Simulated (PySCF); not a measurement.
# AlHOF (SMILES [O][AlH][F]) at 6 levels

We compute a comparison of 6 runs (U-r2SCAN/STO-6G, U-wB97X-V/STO-6G, UB2PLYP/STO-6G, UM06-2X/STO-6G, UPBE/STO-6G, FCI/STO-6G) of AlHOF. The job is set up through a Python script.

The results are computed with PySCF 2.14.0.

11 further runs of the same task are left out: 6 that didn't finish, 5 set aside as unsound or not needed.

## Step 1: The system as given

AlHOF: 4 atoms, total charge 0, spin state doublet. SMILES: `[O][AlH][F]`. The shape is that of a PBE0-D4/def2-TZVP optimisation.

Bond lengths: O1–Al2 1.731 Å, Al2–F3 1.641 Å, Al2–H4 1.564 Å. Angles: O1–Al2–F3 117.5°, O1–Al2–H4 119.2°, F3–Al2–H4 123.3°.

## Step 2: A single-point energy at U-r2SCAN/STO-6G (run 1)

File run.py:

```python
from pyscf import gto, dft

molecule = gto.M(
    atom='O -0.128300 -1.061600 1.299400; Al 0.038200 0.026100 -0.037000; F -1.126500 -0.010300 -1.192200; H 1.272100 0.985600 -0.090400',
    verbose=4,
    max_memory=1860,
    spin=1,
    basis='sto-6g',
)

mf = dft.UKS(molecule, xc='r2scan')
mf.conv_tol = 1e-10
mf.grids.level = 5
mf.kernel()
if not mf.converged:
    mf = mf.newton().run(mf.mo_coeff, mf.mo_occ)

e_final = mf.e_tot
print('Final energy', e_final)
```

The run is started by

```bash
$ OMP_NUM_THREADS=1 python run.py
```

The program printed:

```text
PySCF version 2.14.0

[... 109 lines left out ...]
converged SCF energy = -416.235762566587  <S^2> = 0.7546429  2S+1 = 2.0046375
Final energy -416.2357625665875
```

Run time: 9 s. Hardware: 1 thread of Arm Neoverse V1, shared host; peak memory 0.22 GiB.

## Step 3: A single-point energy at U-wB97X-V/STO-6G (run 2)

File run.py:

```python
# [O][AlH][F]
from pyscf import gto, dft

mol = gto.Mole()
mol.atom = 'O -0.128300 -1.061600 1.299400; Al 0.038200 0.026100 -0.037000; F -1.126500 -0.010300 -1.192200; H 1.272100 0.985600 -0.090400'
mol.verbose = 3
mol.basis = 'sto-6g'
mol.spin = 1
mol.max_memory = 1860
mol.build()

mf = dft.UKS(mol, xc='wb97x-v')
mf.grids.level = 5
mf.nlcgrids.level = 1
mf.conv_tol = 1e-10
mf.kernel()
if not mf.converged:
    mf = mf.newton().run(mf.mo_coeff, mf.mo_occ)

e_final = mf.e_tot
print('E(%s) = %.9f' % ('WB97X-V', e_final))
```

The run is started by

```bash
$ OMP_NUM_THREADS=1 python run.py
```

The program printed:

```text
converged SCF energy = -416.210700425887  <S^2> = 0.75283749  2S+1 = 2.0028355
E(WB97X-V) = -416.210700426
```

Run time: 29 s. Hardware: 1 thread of Arm Neoverse V1, shared host; peak memory 0.21 GiB.

Runs 3 to 4 aren't shown in full; the table further down has their settings and results.

## Step 4: A single-point energy at UPBE/STO-6G (run 5)

File job.py:

```python
from pyscf import gto, dft

mol = gto.Mole()
mol.atom = '''
O     -0.242452    -2.006133     2.455510
Al     0.072188     0.049322    -0.069920
F     -2.128776    -0.019464    -2.252931
H      2.403921     1.862514    -0.170831
'''
mol.max_memory = 1860
mol.verbose = 4
mol.spin = 1
mol.basis = 'sto-6g'
mol.unit = 'bohr'
mol.build()

myscf = dft.UKS(mol)
myscf.xc = 'pbe'
myscf.grids.level = 5
myscf.conv_tol = 1e-10
myscf.kernel()
if not myscf.converged:
    myscf = myscf.newton().run(myscf.mo_coeff, myscf.mo_occ)

energy = myscf.e_tot
print(f'total energy: {energy:.8f} hartree')
```

The run is started by

```bash
$ OMP_NUM_THREADS=1 python job.py
```

The program printed:

```text
PySCF version 2.14.0

[... 56 lines left out ...]
WARN: HOMO -0.348845716230133 >= LUMO -0.348845716230134
[... 50 lines left out ...]
converged SCF energy = -415.971107749541  <S^2> = 0.75301454  2S+1 = 2.0030123
total energy: -415.97110775 hartree
```

It took 5.7 s on 1 thread of Arm Neoverse V1, shared host; peak memory 0.21 GiB.

## Step 5: A single-point energy at FCI/STO-6G (run 6)

File run.py:

```python
# [O][AlH][F]
from pyscf import gto, scf, mcscf

molecule = gto.Mole()
molecule.atom = '''
O     -0.128300    -1.061600     1.299400
Al     0.038200     0.026100    -0.037000
F     -1.126500    -0.010300    -1.192200
H      1.272100     0.985600    -0.090400
'''
molecule.spin = 1
molecule.max_memory = 1860
molecule.basis = 'sto-6g'
molecule.verbose = 3
molecule.build()

mf = scf.ROHF(molecule)
mf.conv_tol = 1e-10
mf.kernel()
if not mf.converged:
    mf = mf.newton().run(mf.mo_coeff, mf.mo_occ)

cas = mcscf.CASCI(mf, mf.mo_coeff.shape[-1] - 7, (molecule.nelec[0] - 7, molecule.nelec[1] - 7))  # full CI above the frozen core
cas.fix_spin_(ss=0.75)
cas.kernel()
e_final = cas.e_tot
print('E = %.10f Eh' % e_final)
```

The run is started by

```bash
$ OMP_NUM_THREADS=1 python run.py
```

The program printed:

```text
converged SCF energy = -415.120473475086
CASCI E = -415.200324826748  E(CI) = -64.9027646324274  S^2 = 0.7500000
E = -415.2003248267 Eh
```

It took 30 s on 1 thread of Arm Neoverse V1, shared host; peak memory 0.32 GiB.

## Step 6: Overview of the runs

```tsv
run	level	nlc grid	frozen core orbitals	energy (Eh)	dipole moment (D) of the reference	HOMO energy (eV)	LUMO energy (eV)	wall time
1	U-r2SCAN/STO-6G	–	–	-416.235763	0.55	-2.25	0.17	9 s
2	U-wB97X-V/STO-6G	1	–	-416.210700	0.64	-6.08	4.21	29 s
3	UB2PLYP/STO-6G	–	7	-415.961973	0.77	-5.46	4.83	6.6 s
4	UM06-2X/STO-6G	–	–	-416.209539	0.67	-5.41	3.50	12 s
5	UPBE/STO-6G	–	–	-415.971108	0.52	-1.83	-0.78	5.7 s
6	FCI/STO-6G	–	7	-415.200325	1.03	–	–	30 s
```

## Step 7: Outcome

| quantity | value |
| --- | --- |
| run 6: total energy | -415.20032 Eh |
| run 6: dipole moment (Hartree–Fock density) | 1.03 D |
| run 6: correlation energy (7 core orbitals frozen) | -79.9 mEh |

In words: Over runs 1, 2, 3, 4, 5 the dipole moment (its size) runs from 0.52 D (UPBE/STO-6G) to 0.77 D (UB2PLYP/STO-6G). A double hybrid's value is that of its SCF part. Totals of different functionals can't be ranked against each other. In runs 1, 2, 3, 4, 5, 6 the basis is minimal, so the values are rough. All runs together took 93 s, the longest 30 s.
